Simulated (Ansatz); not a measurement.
A run on `CC1=CCCC1` with other settings.

```yaml
crystal:
  periodic: [false, false, false]
  atoms:
    - {symbol: C, position_ang: [-0.143248, 0.110624, 2.206912]}
    - {symbol: C, position_ang: [0.212782, -0.032673, 0.584638]}
    - {symbol: C, position_ang: [1.427502, 0.071861, 0.196923]}
    - {symbol: C, position_ang: [1.227435, 0.047303, -1.548541]}
    - {symbol: C, position_ang: [-0.337905, 0.043253, -1.709855]}
    - {symbol: C, position_ang: [-1.061423, -0.133542, -0.234296]}
    - {symbol: H, position_ang: [-0.973048, -0.728241, 2.730179]}
    - {symbol: H, position_ang: [-0.670930, 1.075147, 2.496020]}
    - {symbol: H, position_ang: [0.945792, 0.298843, 2.679163]}
    - {symbol: H, position_ang: [1.783374, 0.051860, 0.569685]}
    - {symbol: H, position_ang: [1.555840, 0.380553, -1.819414]}
    - {symbol: H, position_ang: [1.575278, -1.320277, -1.640907]}
    - {symbol: H, position_ang: [-0.574965, 1.247063, -1.426041]}
    - {symbol: H, position_ang: [-0.973545, -0.588915, -2.457222]}
    - {symbol: H, position_ang: [-1.726297, 0.664030, -0.193375]}
    - {symbol: H, position_ang: [-1.723207, -1.174948, -0.072371]}
basis:
  gaussian: {orbitals: cc-pVTZ}
total_charge: -1
magnetization: {spin_polarized: false, initial_magnetization: 1}
hamiltonian: {xc: {name: PBE0}, dispersion: d3bj}
accuracy: high
scf: {lower_state_search: light}
```

```sh
$ ansatz run in.yaml --threads 2 --pin off --events-out ev --progress --plain --max-ram 32768MiB --backend cuda --devices 0, --max-vram 18GiB
```

Shortened log:

```
Functional definition: PBE0
5796 factors; integrals over basis functions are off by at most 1.9e-8 eV
mean field evaluation 1: about -6307.6740 eV, gradient 9.5e1 eV
mean field evaluation 2: about -6307.7742 eV, gradient 9.5e1 eV
mean field evaluation 4: about -6324.5888 eV, gradient 4.1e1 eV
mean field evaluation 8: about -6330.2634 eV, gradient 2.0e0 eV
mean field evaluation 16: about -6330.2924 eV, gradient 2.9e-1 eV
mean field evaluation 32: about -6330.3090 eV, gradient 2.2e-6 eV
mean field -6330.30897855 eV, -232.6345641243 hartree, gradient 1.9e-8 eV, S^2 0.750000; 10 other end points of the search recorded, 0 dependent functions left out
reference -6330.30898207 eV, -232.6345642537 hartree; 24, 23 occupied and 296, 297 virtual orbitals, 5796 factors
Total energy: -6330.62424074 eV, -232.6461497960 hartree
```

It took 50 s on 2 threads of an AMD EPYC 7R13 on a shared host and a share of an NVIDIA H100 80 GB, with 1.5 GiB of host memory at the peak.
